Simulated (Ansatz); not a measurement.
Input for Ansatz (development build ahead of 0.2.0):

```yaml
crystal:
  periodic: [false, false, false]
  atoms:
    - { symbol: Si, position_ang: [0.0, 0.0, 0.0] }
    - { symbol: S, position_ang: [0.0, 0.0, 6.132] }
basis:
  gaussian: { orbitals: pcseg-2 }
total_charge: 1
magnetization:
  initial_magnetization: 1
hamiltonian:
  xc: pbe0
```

The input is written out in the form of the current development build from the run's settings.

Results

| Item | Value |
| --- | --- |
| Converged | yes |
| Total energy | -686.86673 hartree |
| Spin squared of the determinant | 0.750 |
| Stability test | minimum among restricted orbitals |

Caution: stretched shape with no unrestricted run beside it, a lower state can exist; charge can spread falsely over distant fragments.
